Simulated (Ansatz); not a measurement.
We consider antifluorite Mg2Sn, described by PBE in Ansatz (plane waves, PAW).

Run with plane-wave cutoff 520 eV, 20×20×20 k mesh, Fermi–Dirac smearing 0.05 eV, scalar-relativistic PAW data made under PBE.

Computed at the level's own relaxed cell.

Elastic tensor (GPa, Voigt notation, ions relaxed):

```
   70.5    25.5    25.5     0.0     0.0     0.0
   25.5    70.5    25.5     0.0     0.0     0.0
   25.5    25.5    70.5     0.0     0.0     0.0
    0.0     0.0     0.0    30.8     0.0     0.0
    0.0     0.0     0.0     0.0    30.8     0.0
    0.0     0.0     0.0     0.0     0.0    30.8
```

Worked from these constants: the tetragonal shear constant is C′ = (C11 − C12)/2 = 22.5 GPa against C44 = 30.8 GPa, so the tetragonal shear is the softer. The Zener ratio C44/C′ is 1.37 (1 for an isotropic solid), and the Cauchy pressure C12 − C44 is -5.3 GPa. With C11 + 2C12 = 121.5 GPa all three Born conditions hold; they don't test modes at the zone boundary.

Note: the solid has no gap at this level, which affects its response.

The computed numbers hold no vibrational or temperature effects.

Ansatz is a quantum-chemistry and plane-wave program.
